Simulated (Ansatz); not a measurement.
Program: Ansatz. Geometries: PBE0-D4/def2-TZVP. ΔE: electronic, gas phase. CCSD(T)/CBS adds triple-zeta CCSD(T) − MP2 to the extrapolated MP2 energy (def2 sets, frozen cores). This one scheme is used for every species. DFT in def2-TZVPP. HSE06 is defined as in plane-wave codes.

Reaction (formal loss of a carbene): `CC(C)F` → `CC` + `[CH]F`

```tsv
level	ΔE (kcal/mol)	difference from CCSD(T)/CBS
r2SCAN-D4	99.1	4.9
r2SCANh-D4	99.6	5.4
HSE06-D4	99.2	5.0
r2SCAN0	99.9	5.7
CAM-B3LYP	94.6	0.4
LC-ωPBE	98.6	4.4
RPA@PBE/def2-TZVPP	86.0	-8.2
CCSD(T)/def2-SVP	93.1	-1.1
MP2/def2-TZVPP	99.1	4.9
SCS-MP2/def2-TZVPP	94.6	0.4
CCSD(T)/CBS	94.2	0
```

Largest T1 diagnostic among the species: 0.018.

Leaving LDA and LC-ωPBE aside and taking each functional with its dispersion term where it has one, the values, not all of them listed here, spread over 10.3 kcal/mol, from BLYP-D4 to r2SCAN0-D4. LDA lies +15.1 kcal/mol from PBE without D4. From BLYP to BHLYP (50 % exact exchange), in def2-TZVPP and without D4, ΔE moves by +6.6 kcal/mol. At CCSD(T), def2-SVP lies −1.1 kcal/mol from the extrapolated value and def2-TZVPP −1.7 kcal/mol.
